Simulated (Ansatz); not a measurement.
# Forces on a displaced structure

C₂H₆Si (SMILES C[Si]C), closed shell, displaced at random from a GFN2-xTB minimum.

| atom | x (Å) | y (Å) | z (Å) |
| --- | --- | --- | --- |
| C1 | -0.5219 | 1.0945 | -0.7705 |
| Si2 | 0.7061 | -0.2770 | -0.8510 |
| C3 | 0.5441 | -1.1200 | 0.7871 |
| H4 | -1.4636 | 0.7146 | -0.6367 |
| H5 | -0.5236 | 1.7643 | -1.5655 |
| H6 | -0.3815 | 1.7760 | -0.0966 |
| H7 | -0.3523 | -1.7880 | 0.8479 |
| H8 | 1.3239 | -2.0342 | 0.8847 |
| H9 | 0.7175 | -0.4744 | 1.5752 |

Computed with Ansatz 0.2.0 (basis: def2-TZVPP); correlated methods freeze the cores.

CCSD(T) forces from the calculation:
```
atom      Fx      Fy  Fz (eV/Å)
  C1   0.918  -2.429     -2.619
 Si2   1.101  -0.495     -1.426
  C3   1.029  -4.730     -1.026
  H4  -2.671  -1.049      0.336
  H5  -0.055   0.508     -2.445
  H6   1.003   3.562      5.165
  H7  -0.064   1.147      0.275
  H8  -1.087   2.277     -0.337
  H9  -0.173   1.208      2.077
```

Problem. Which atom feels the largest CCSD(T) force, and how large is it?

Solution. H6, 6.35 eV/Å, along (0.16, 0.56, 0.81).

Root-mean-square difference of the force components from those of CCSD(T): PBE0-D4 0.062; wB97M-V 0.053; r2SCAN-D4 0.070; PBE-D4 0.135; BLYP-D4 0.101; r2SCAN0-D4 0.103 eV/Å.

No T1 diagnostic of these runs exceeds 0.012. The restricted Hartree–Fock reference is unstable towards an unrestricted one here.

For scale, one of the runs: CCSD(T)/def2-TZVPP forces, 188 basis functions (an equivalent command: `ansatz run in.yaml --threads 4`). The run took 88 s on 4 CPU threads (shared host), with 3.8 GiB of host memory at its peak.
